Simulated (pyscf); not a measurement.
## Cycloaddition: hydrogen cyanide (HC≡N) + 1,3-butadiene (H₂C=CH–CH=CH₂) -> cyclic C₅H₇N (SMILES C1=CCN=CC1)

Gas phase, singlet surface, charge 0. Bonds broken: none. Bonds formed: C1–C4, N2–C7. PySCF, gas phase, ωB97X-D3(BJ)/def2-SVP geometries.

Transition state (Å):

```xyz
13

C     -0.4511    -1.2189     0.8122
N      0.5244    -0.7533     1.3090
H     -1.0617    -2.1194     0.7912
C     -1.4377    -0.0795    -0.6111
C     -1.5617     1.1235     0.0710
C     -0.4468     1.7805     0.6273
C      0.8154     1.2429     0.4984
H     -0.5615    -0.2670    -1.2406
H     -2.3419    -0.6113    -0.9260
H     -2.5608     1.4492     0.3821
H     -0.6222     2.5660     1.3691
H      1.1065     0.6783    -0.3885
H      1.6459     1.6227     1.0990
```

One imaginary mode, 612i cm⁻¹; descent along it reached the two sides named.

| bond | change | reactant side (Å) | saddle | product side |
|---|---|---|---|---|
| C1–C4 | forms | 3.6 | 2.073 | 1.512 |
| N2–C7 | forms | 4.3 | 2.174 | 1.454 |

Electronic energies relative to the separated reactants (kcal/mol):

```tsv
level	barrier	reaction energy	reverse barrier
ωB97X-D3(BJ)/def2-TZVP	27.1	-31.2	58.3
PBE/def2-TZVP	18.5	-28.3	46.8
r²SCAN/def2-TZVP	19.1	-28.9	48.0
B3LYP-D3(BJ)/def2-TZVP	23.8	-24.1	47.9
PBE0-D3(BJ)/def2-TZVP	20.4	-35.4	55.8
M06-2X/def2-TZVP	26.6	-26.7	53.3
ωB97M-D3(BJ)/def2-TZVP	27.6	-25.9	53.5
HF/def2-TZVP	54.2	-16.8	71.0
```

With ωB97M-D3(BJ)/def2-TZVP energies and thermal terms (ideal gas, 1 atm, RRHO with modes under 100 cm⁻¹ raised to 100, one conformer, R ln 2 for rigid chiral ones), in kcal/mol:

| T (K) | ΔH‡ | ΔG‡ | ΔH | ΔG |
|---|---|---|---|---|
| 298 | 28.3 | 39.9 | -21.9 | -9.6 |
| 600 | 28.1 | 51.7 | -22.8 | +3.4 |
| 900 | 28.3 | 63.5 | -22.7 | +16.5 |
| 1200 | 28.6 | 75.2 | -22.1 | +29.5 |

One saddle was located; it need not be the lowest between these sides.
